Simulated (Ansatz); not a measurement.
This geometry of C$_{2}$H$_{5}$NO (9 atoms, charge 0, multiplicity 1) is a first-order saddle point.

The calculation used RKS B3LYP-D4/cc-pVDZ (Ansatz 0.2.0).

```xyz
9
Properties=species:S:1:pos:R:3
N -0.970 0.739 -0.573
C 0.229 0.327 0.113
C 0.393 -1.080 0.520
O 1.065 -0.535 -0.637
H -0.733 0.887 -1.557
H -1.288 1.640 -0.214
H 0.768 1.100 0.686
H 1.052 -1.353 1.353
H -0.427 -1.770 0.293
```

Question: Which two structures does it join? (They come from a converged band through this point; their orientation in space is the band's.)

Answer: No bond is made or broken. The dihedral H5–N1–C2–O4 goes from 38 to -93°.

Initial state:

```xyz
9
Properties=species:S:1:pos:R:3
N -0.941 0.942 -0.368
C 0.235 0.395 0.208
C 0.391 -1.044 0.426
O 1.154 -0.378 -0.599
H -1.337 0.293 -1.051
H -0.718 1.800 -0.876
H 0.732 1.090 0.895
H 0.965 -1.418 1.284
H -0.393 -1.725 0.065
```

Final state:

```xyz
9
Properties=species:S:1:pos:R:3
N -0.838 0.707 -0.763
C 0.299 0.329 0.019
C 0.374 -1.055 0.511
O 1.176 -0.617 -0.592
H -0.628 1.545 -1.309
H -1.613 0.955 -0.145
H 0.845 1.108 0.577
H 0.918 -1.282 1.436
H -0.444 -1.736 0.248
```

Question: How far does it lie above each of them?

Answer: 17.4 kJ/mol above the first and 3.9 kJ/mol above the second. This is the barrier of this one path; another mechanism may lie lower.

Run time: 65 s on 1 thread of Intel(R) Xeon(R) Platinum 8559C (Emerald Rapids) (shared host), peak memory 0.25 GiB.
